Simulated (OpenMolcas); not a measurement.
**How methods differ on SiHCl (SMILES [SiH]Cl)**

SiHCl: 3 atoms, total charge 0, spin state singlet. SMILES: `[SiH]Cl`. The shape is that of a PBE0-D4/def2-TZVP optimisation.

```xyz
3

Si   -0.5483    0.5710   -0.2339
Cl    1.2754    0.3528    0.7362
H    -0.7271   -0.9238   -0.5023
```

Each level gives the dipole moment (D). The values are calculated.

```tsv
level	kind	program	value (D)	CPU time
HF/cc-pVTZ	Hartree–Fock	OpenMolcas	1.26	5 s
SVWN5/cc-pVTZ	LDA	OpenMolcas	0.88	9 s
PBE/cc-pVTZ	GGA	OpenMolcas	0.83	12 s
M06-L/cc-pVTZ	meta-GGA	OpenMolcas	0.97	17 s
r2SCAN/cc-pVTZ	meta-GGA	OpenMolcas	0.87	15 s
B3LYP/cc-pVTZ	global hybrid	OpenMolcas	1.01	13 s
BHLYP/cc-pVTZ	global hybrid	OpenMolcas	1.17	11 s
PBE0/cc-pVTZ	global hybrid	OpenMolcas	0.99	11 s
```

The values span 0.83 to 1.26 D. Magnitudes only. CPU times are rough (shared hosts, several kinds of processor): they show what a rung costs within a factor of a few.
